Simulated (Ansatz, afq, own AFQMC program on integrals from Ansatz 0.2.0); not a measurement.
# ZrCl, quartet → ZrCl, sextet

```xyz
2

Zr    0.0000    0.0000    0.0000
Cl    0.0000    0.0000    2.3446
```

E(sextet, charge +0) − E(quartet, charge +0) at this geometry, on UHF and UHF determinants.

Basis def2-SVP with its core potentials. Only valence electrons are correlated. Integrals, coupled cluster, full CI and functionals: Ansatz 0.2.0; the random walks run on the same integrals in our own AFQMC program. ph-AFQMC/CISD is guided by a CISD state made of CCSD amplitudes; releasing the constraint for a short imaginary time cuts its bias at the price of noise, slowly where states lie close. Uncertainties: one standard error, sampling alone. No spin–orbit coupling. The metal's outer-core s and p shells are frozen, which shifts wave-function levels against functionals. The errors of all members are added in quadrature.

No full CI on the walks' own integrals is used here; CCSDT(Q) serves as the reference and is uncertain by about the last step of the cluster series. Each member takes its own surest rung, up to full CI.

Errors are counted within def2-SVP, not against nature.

Cautions: no spin-orbit coupling; outer-core shells of the metal frozen; ZrCl (quartet): lower spins were not checked; ZrCl (sextet): another spin lies lower, the released energies have errors that jump between times, so the bars are unsure, so no released level is given (meV from the phaseless value at times in 1/Eh: -15 ± 6 at 0.60, -2813 ± 2803 at 1.20, -14.0 ± 2.2 at 2.00, -17 ± 3 at 3.00, -15 ± 18 at 4.20), its ph-AFQMC/CISD value lies 23.8 ± 2.0 meV above CCSDT(Q); the upper state may be diffuse, so the gap hangs on the basis; core correlation is missing, and it shifts such a gap most where an s electron is promoted.

| level | vertical spin gap (kJ/mol) |
| --- | --- |
| HF | 527.4 |
| CCSD | 566.1 |

(1) From these cheaper values, estimate the vertical spin gap at the reference level in def2-SVP.

(1) 571.4 kJ/mol (CCSDT(Q) in def2-SVP).

```
        level  vertical spin gap (kJ/mol)  error against CCSDT(Q) (kJ/mol)
          MP2                       583.1                             11.7
      CCSD(T)                       571.3                             -0.2
        CCSDT                       571.0                             -0.4
ph-AFQMC/CISD                 572.6 ± 0.3                        1.1 ± 0.3
```

Correlation beyond CCSD(T) changes it by less than 2 meV. The perturbative (T) step is worth +5.2 kJ/mol.

A walk keeps the symmetry of its determinant, which the program's search chose and which needn't be the lowest solution, so a lower state of the same spin and another symmetry isn't excluded.
